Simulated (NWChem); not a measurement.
# Correlation energy of O2 (+1)

```xyz
2

O      0.0000     0.0000     0.5535
O      0.0000     0.0000    -0.5535
```
Charge +1, spin multiplicity 2.

The numbers come from NWChem runs, not from measurements. The geometry was optimised at UB3LYP/def2-SVP, a minimum by its harmonic frequencies.

Basis set: cc-pVDZ. Each correlation energy counts from its own Hartree-Fock reference.

The correlated methods keep 2 core orbitals frozen. The structure started from a generated list of species. The unpaired electrons of the parent sit in orbitals of symmetry b3g (D2h labels of the run); other states weren't searched. The stability of the SCF solutions was not checked. Open-shell Hartree-Fock references start from PBE0 orbitals. Coupled-cluster values serve here as a point of comparison, not as the truth.

Q: For the correlation energy, UMP2 gives -373.5 mHa and CCSDT on ROHF gives -387.9 mHa. What do CCSD[T] on ROHF, CCSD on ROHF give?

A: CCSD[T] on ROHF: -388.6 mHa; CCSD on ROHF: -374.5 mHa.
